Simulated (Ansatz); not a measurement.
C3H3N, SMILES `C[C]C#N` (excited singlet) (charge 0, multiplicity 1). This singlet is an excited state, 0.56 eV above the relaxed triplet at the level B3LYP/cc-pVTZ // B3LYP-D3(BJ)/def2-TZVP (Ansatz, a quantum-chemistry and plane-wave program).

Cartesian coordinates (Å):
SMILES: C[C]C#N
```xyz
7

C     -0.8340     0.2494    -0.0910
C      0.2634    -0.6577     0.2262
C      1.4805    -0.4496    -0.3873
N      2.5622    -0.3807    -0.8255
H     -1.2730    -0.2698    -0.9685
H     -0.5790     1.2597    -0.4263
H     -1.6202     0.2488     0.6633
```
Charge 0, multiplicity 1.

The restricted HF start is unstable towards unrestricted orbitals.

Question: Give the natural occupations of the active orbitals, the CASSCF energy and the corrected energy for frozen-core fic-MRCISD+Q@CASSCF(2e,2o)/cc-pVTZ // B3LYP-D3(BJ)/def2-TZVP (Ansatz).

Answer: 
```
Item                            Value
-----------------------  ------------
natural occupations        1.92, 0.08
CASSCF energy            -169.7542 Ha
corrected energy         -170.3920 Ha
weight of the reference         0.862
```
